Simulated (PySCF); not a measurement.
# Working out the electron affinity of C

C⁻ [He] 2s2 2p3 (4S) → C [He] 2s2 2p2 (3P). Calculation: PySCF 2.14, in aug-cc-pwCVTZ; no relativity, point nucleus. Frozen: nothing. Energies in hartree (1 hartree = 27.21139 eV):

```
             part  C⁻ (lower)   C (upper)
              UHF  -37.708533  -37.691872
MP2 opposite-spin   -0.107890   -0.097283
    MP2 same-spin   -0.036440   -0.017016
```

Task: What does Hartree-Fock give?

Result: (-37.691872) − (-37.708533) = 0.016661 hartree = 0.453 eV.

Task: What do MP2 and SCS-MP2 (6/5 opposite-spin, 1/3 same-spin) give?

Result: The opposite-spin parts differ by 0.289 eV and the same-spin parts by 0.529 eV. MP2: 0.453 + (0.289) + (0.529) = 1.271 eV. SCS-MP2: 0.453 + 1.2 × (0.289) + (0.529)/3 = 0.976 eV.

A first-order spin-orbit estimate adds -0.004 eV to MP2 (valence and next inner shell), giving 1.267 eV against 1.262 eV (measured; photodetachment measurements, as compiled on the Wikipedia data page of electron affinities).

What remains against the reference includes basis incompleteness and correlation beyond second order.
